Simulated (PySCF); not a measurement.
PF2PH2, F2H2P2.
InChI=1S/F2H2P2/c1-4(2)3/h3H2

Torsions of this conformer, `[F:1][P:2]([F:3])[PH2:4]`: H–P4–P2–F1 175°, H–P4–P2–F1 83°.

The closed-shell ground state was solved at several levels (PySCF, density fitting, gas phase, non-relativistic). The structure is a single PBE0-D3(BJ)/def2-SVP conformer in the gas phase; no vibrational or solvent corrections.

```tsv
level	basis functions	HOMO (eV)	LUMO (eV)	gap (eV)	dipole (D)
B3LYP/pcSseg-2	186	-7.19	-1.08	6.11	2.06
PBE0/def2-SVPD	110	-7.42	-0.81	6.61	2.00
```

Q: Estimate the row for PBE0/pcSseg-1, a basis of 92 functions; the other rows only guide the guess.

A: HOMO -7.40 eV, LUMO -0.73 eV, gap 6.67 eV, dipole 2.21 D.

Q: Over all these levels, which gives the widest orbital gap and which the narrowest?

A: PBE0/pcSseg-1 (global hybrid, 25 % exact exchange) has the widest, 6.67 eV, and B3LYP/pcSseg-2 (global hybrid, 20 % exact exchange) the narrowest, 6.11 eV. Functional and basis both differ between the two, so the spread mixes both effects.

Q: How far do the dipole and the HOMO energy spread over the levels?

A: The dipole runs from 2.00 to 2.21 D (mean 2.09 D) and the HOMO from -7.42 to -7.19 eV.
